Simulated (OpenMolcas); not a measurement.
**SiH3 (silyl radical): the energy, rung by rung**

The species is SiH3 (4 atoms), meant as a doublet with charge 0. SMILES: `[SiH3]`. The coordinates come from a PBE0-D4/def2-TZVP relaxation.

```xyz
4

Si    0.2938   -0.0269   -0.1640
H     0.5592    0.6653    1.1239
H    -0.2240   -1.4017    0.0601
H    -0.6289    0.7632   -1.0200
```

Each level gives the energy change with the Si1–H4 bond stretched from 1.486 to 3.715 Å (eV). The values are calculated.

```tsv
level	kind	program	value (eV)	less FCI/3-21G	CPU time (all runs)
UHF/3-21G	Hartree–Fock	OpenMolcas	2.78	-0.34	3.9 s
UB3LYP/3-21G	global hybrid	OpenMolcas	3.41	+0.29	13 s
CASSCF(7,7)/3-21G	multireference	OpenMolcas	3.08	-0.04	4 s
ROCCSD(T)/3-21G	coupled cluster or CI	OpenMolcas	3.13	+0.01	5.7 s
FCI/3-21G	exact in the basis	OpenMolcas	3.12	0.00	24 s
```

FCI/3-21G is exact within its basis and frozen core, so for wave-function methods in that basis the difference is their error; functionals converge differently with the basis, so for them it is only a difference. The first shape isn't each level's own minimum. The values span 2.78 to 3.41 eV. Spin contamination of the reference (⟨S²⟩ at least 0.1 too high) touches UHF/3-21G, UB3LYP/3-21G. All rows use very small basis sets, so even the best lies far from the true value. CPU times are rough (shared hosts, several kinds of processor): they show what a rung costs within a factor of a few.
